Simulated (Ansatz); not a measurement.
C3H4FN can be A, `FC1=CCN1`, or B, `CC1(F)C=N1`.

Computed with Ansatz on PBE0-D4/def2-TZVP structures; ΔE is electronic, products minus reactants. CCSD(T)/CBS is the MP2 limit (def2-TZVPP, def2-QZVPP) plus CCSD(T) − MP2 in def2-TZVPP, frozen cores. DFT in def2-TZVPP.

(1) Which is lower in electronic energy at CCSD(T)/CBS, and by how much? (Estimate.)

(2) Give E(B) − E(A) in kJ/mol with BLYP-D4, HF/def2-TZVPP, PBE-D4, MP2/def2-TZVPP, CCSD/def2-TZVPP, PBE0-D4, r2SCAN-D4. (An estimate is asked.)

(3) Does the order hold for the free energy at 298.15 K (harmonic terms from PBE0-D4)? (Estimate.)

Largest T1 diagnostic: 0.012.

Results:

(1) Computed: A, by 0.0 kJ/mol. So small a gap doesn't settle the order.

(2) The calculation gave: BLYP-D4 -0.6, HF/def2-TZVPP -6.7, PBE-D4 9.9, MP2/def2-TZVPP -1.1, CCSD/def2-TZVPP -1.5, PBE0-D4 11.6, r2SCAN-D4 2.6. The order is the other way round with BLYP-D4, HF/def2-TZVPP, MP2/def2-TZVPP, CCSD/def2-TZVPP.

(3) The calculation gave: No: G(B) − G(A) = -8.9 kJ/mol.

In def2-TZVPP, CCSD(T) changes the Hartree–Fock value by +5.4 kJ/mol (the triples alone add +0.2 kJ/mol) and MP2 by +5.6 kJ/mol. At CCSD(T), def2-SVP lies −11.1 kJ/mol from the extrapolated value and def2-TZVPP −1.3 kJ/mol.
